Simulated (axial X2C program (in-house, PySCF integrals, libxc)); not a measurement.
## Nuclear properties of OSiO⁺

Calculated with an in-house all-electron X2C program for linear molecules (integrals from PySCF): two-component X2C with atomic mean-field Coulomb and Gaunt terms, Gaussian nuclei, basis O dyall-av3z, Si dyall-v3z with contracted cores.

O–Si–O held linear, with bonds 1.549 and 1.549 Å (near the PBE0 minimum at charge 1 of the determinant lowest at the starting distance; the state shown can have its own minimum elsewhere, held linear; other orders of the atoms were not compared).

Determinant lowest in the PBE0 search, Ω = 3/2 (⟨Sz⟩ = 0.50, ⟨Lz⟩ = 1.00 at PBE0), spin on the atoms O 0.31, Si -0.11, O 0.31:

```
 level  A∥/gI O (MHz)  qzz O (a.u.)  A∥/gI Si (MHz)  qzz Si (a.u.)
  PBE0            122          0.20           -71.7          -1.92
    HF            186         -0.07            -271          -1.96
r2SCAN            111          0.21           -69.8          -1.87
```

Determinant 0.02 eV from it at PBE0 and this distance, Ω = 1/2 (⟨Sz⟩ = -0.50, ⟨Lz⟩ = 1.00 at PBE0), spin on the atoms O -0.31, Si 0.11, O -0.31:

```json
{"level": "PBE0", "A∥/gI O (MHz)": "587", "qzz O (a.u.)": "0.20", "A∥/gI Si (MHz)": "127", "qzz Si (a.u.)": "-1.92"}
{"level": "HF", "A∥/gI O (MHz)": "655", "qzz O (a.u.)": "-0.07", "A∥/gI Si (MHz)": "336", "qzz Si (a.u.)": "-1.96"}
{"level": "r2SCAN", "A∥/gI O (MHz)": "504", "qzz O (a.u.)": "0.21", "A∥/gI Si (MHz)": "229", "qzz Si (a.u.)": "-1.87"}
```

A∥ (defined per Ω) follows by multiplying with gI = μI/(I μN); qzz is the electric field gradient, eQq0 = 234.96 MHz × Q/barn × qzz. The operators were transformed with the bare-nucleus X2C matrices; with these basis sets, hyperfine constants and field gradients can be off by tens of per cent, and where levels differ in sign neither size nor sign is settled.

Task: With gI(17O) = -0.7575 (g factors from the IAEA table of nuclear moments by Stone), turn the PBE0 values of the first state into constants in MHz.

Result: A∥(17O) = 122 × -0.7575 = -92.4 MHz.

The molecule was held linear; bending was not examined, so a bent shape may lie lower.

Each state is one determinant with collinear spin. Unrestricted Hartree–Fock can overshoot spin polarisation at the nuclei. The search compared states at one distance, so a state with another bond length can lie lower. Where a field gradient or hyperfine factor spreads by more than a factor of two over the levels, a constant derived from it is not to be relied on. PBE0 term energies can be off by some tenths of an eV.
